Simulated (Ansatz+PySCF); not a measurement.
The numbers below are computed, except where a source is named.
## PySCF 2.14.0 run

```python
from pyscf import gto, scf, cc

mol = gto.M(atom="""
P 0.000000 0.000000 0.000000
O 0.000000 0.000000 1.440000
""", basis='sto-3g', charge=0, spin=1)
mf = scf.UHF(mol)
mf.kernel()
mycc = cc.CCSD(mf, frozen=6).run()
et = mycc.ccsd_t()
print(mf.e_tot, mycc.e_corr, et, mycc.e_tot + et)
```

The script is written out from the run's settings.

Results

```yaml
Converged: yes
Reference_energy: -410.67278 hartree
CCSD_correlation_energy: -0.11452 hartree
Triples_correction: -0.00630 hartree
Total_energy: -410.79360 hartree
Spin_squared_of_the_determinant: 0.754
```

The reference isn't the lowest determinant (another lies 0.37 eV lower), but the same method gives a higher total on the lower determinant.
